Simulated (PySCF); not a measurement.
Consider `CN(C)C=S` (C3H7NS). Numbering: `[CH3:1][N:2]([CH3:3])[CH:4]=[S:5]`

Energies: ωB97X-D3(BJ)/ma-def2-TZVP (PySCF, density fitting, integration grid level 2) on PBE0-D3(BJ)/def2-SVP structures. ωB97X-D3(BJ) is ωB97X-V with D3(BJ) in place of VV10. Thermal corrections: PBE0-D3(BJ)/def2-SVP frequencies, unscaled, ideal gas at 298.15 K and 1 bar, quasi-RRHO entropy.

Task: What are the vertical and the adiabatic ionisation energy for forming the radical cation?

Result: 8.25 eV vertical and 8.08 eV adiabatic, the latter with zero-point energy.

Task: Where does the unpaired spin of the relaxed radical cation sit?

Result: S5 (thiocarbonyl sulfur) 0.99 (intrinsic atomic orbital populations).

Task: What oxidation potential follows in acetonitrile (IEF-PCM), given that Fc+/Fc comes at 4.54 V absolute with this functional and basis?

Result: In the gas phase ΔG of oxidation is 8.064 eV, and solvation is -33.9 kJ/mol for the parent and -234.8 kJ/mol for the product, so the absolute potential is 5.98 V, or 1.44 V against Fc+/Fc. Fc+/Fc in acetonitrile, 4.54 V, is ωB97X-D3(BJ)/ma-def2-TZVP on PBE0-D3(BJ)/def2-SVP structures with GFN2-xTB thermal terms. Benchmark calculations put it near 5.0 V in acetonitrile and DMSO, so it is about 0.5 V low, and the value against it can read up to that much too high. The solvent is electrostatics only, on gas-phase structures; the absolute scale refers to an electron at rest in vacuum.

Task: How far is −ε(HOMO) from the vertical value by ΔSCF?

Result: −ε(HOMO) = 8.47 eV, which is 0.22 eV above the ΔSCF value.
